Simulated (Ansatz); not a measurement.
Input for Ansatz (development build ahead of 0.2.0):

```yaml
crystal:
  periodic: [false, false, false]
  atoms:
    - { symbol: C, position_ang: [-0.01851, -0.40835, -1.86445] }
    - { symbol: C, position_ang: [-0.03482, 0.41604, -0.67501] }
    - { symbol: C, position_ang: [-0.00134, -0.36505, 0.6365] }
    - { symbol: C, position_ang: [0.01914, 0.46566, 1.89346] }
    - { symbol: H, position_ang: [0.04182, 0.18289, -2.79953] }
    - { symbol: H, position_ang: [0.83764, -1.06977, -1.95852] }
    - { symbol: H, position_ang: [-0.86221, -1.03313, -1.9443] }
    - { symbol: H, position_ang: [-0.84957, 1.04947, -0.61464] }
    - { symbol: H, position_ang: [0.91463, 1.06041, -0.66285] }
    - { symbol: H, position_ang: [0.86377, -1.07866, 0.68254] }
    - { symbol: H, position_ang: [-0.85127, -1.04427, 0.62313] }
    - { symbol: H, position_ang: [0.0258, -0.17492, 2.8399] }
    - { symbol: H, position_ang: [0.84221, 1.08303, 1.97784] }
    - { symbol: H, position_ang: [-0.8748, 1.11641, 1.98159] }
basis:
  gaussian: { orbitals: "6-31G" }
hamiltonian:
  xc: hf
correlation:
  method: mp2
  frozen_orbitals: { C: 1, H: 0 }
```

The input is written out in the form of the current development build from the run's settings.

The run gave:

```yaml
Converged: yes
Reference_energy: -157.21638 hartree
Correlation_energy: -0.36825 hartree
Total_energy: -157.58463 hartree
Spin_squared_of_the_determinant: 0.000
```
